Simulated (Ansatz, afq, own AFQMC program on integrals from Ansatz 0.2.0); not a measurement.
**Where AFQMC and coupled cluster stand for Ge, triplet**

A free Ge atom.

Basis aug-cc-pVDZ. Noble-gas cores (and the filled d shells of Ga–Kr and In–Xe) are frozen. Integrals, coupled cluster, full CI and functionals: Ansatz 0.2.0; the random walks run on the same integrals in our own AFQMC program. The CISD trial takes its coefficients from CCSD amplitudes. Released means that phaseless walkers are propagated on without the constraint, phases kept. Uncertainties: one standard error, sampling alone. No spin–orbit coupling.

Determinant: UHF, the one that the program's search chose, which needn't be the lowest solution.

Full CI on the same integrals is exact in this basis and with this determinant's frozen core.

Cautions: no relativity below Rb; no spin-orbit coupling; inner d shell frozen.

The T1 diagnostic is 0.0088, the weight of the determinant in the CISD state is 0.944 and the ⟨S²⟩ of the determinant is 2.011. The size of the correlated space is 4 electrons in 22 orbitals.

Reference: full CI, correlation energy -1.610 eV. The released energy is read at 1.50 1/Eh (meV from the phaseless value at times in 1/Eh: -0.4 ± 0.4 at 0.24, -1.0 ± 0.3 at 0.50, -1.7 ± 0.5 at 1.00, -2.0 ± 0.9 at 1.50).

| level | E − E(reference) (mEh) | share of correlation (%) |
| --- | --- | --- |
| HF | 59.18 | 0.00 |
| MP2 | 17.79 | 69.93 |
| CCSD | 1.32 | 97.76 |
| CCSD(T) | 0.38 | 99.36 |
| CCSDT | 0.04 | 99.93 |
| CCSDT(Q) | 0.01 | 99.98 |
| ph-AFQMC/HF | 2.29 ± 0.36 | 96.13 |
| ph-AFQMC/CISD | 0.11 ± 0.02 | 99.82 |
| released AFQMC | 0.03 ± 0.03 | 99.95 |

CCSDT and higher add their correlation energy to the determinant of the CCSD(T) run, since their own runs factorise the integrals more tightly (a shift of under 2 meV). A walk keeps the symmetry of its determinant, which the program's search chose and which needn't be the lowest solution, so a lower state of the same spin and another symmetry isn't excluded. Released energies are given only where the last usable release times agree within the noise; a slower fall can still hide under it.
